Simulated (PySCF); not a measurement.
Gas-phase reaction: SiO(OH)₂ ⇌ SiO₂ + H₂O

Energies from PySCF (xtb for GFN2), thermal terms from the rigid-rotor harmonic-oscillator model, ideal gas at 1 bar. † marks an energy on the PBE0/def2-TZVP geometry and frequencies; other levels use their own. MP2 freezes the core. All species are closed-shell singlets. SiO(OH)₂: computed as isolated molecules; such fragments, hydroxides, amides, oligomers or adducts are transient or little studied in the gas. MP2 isn't extrapolated to the basis-set limit.

GFN2-xTB gives ΔH°(298 K) = 134 kJ.

### Question
What do PBE/def2-TZVP†, LDA/def2-TZVP†, MP2/def2-SVP† give?

### Answer
PBE/def2-TZVP†: 266 kJ; LDA/def2-TZVP†: 315 kJ; MP2/def2-SVP†: 266 kJ. For scale, ΔH°(298 K) is 134 kJ at this level, 302 kJ at ωB97M-V/def2-TZVP†, and runs from 134 to 335 kJ over the 20 levels computed († marks an energy on the PBE0/def2-TZVP geometry).
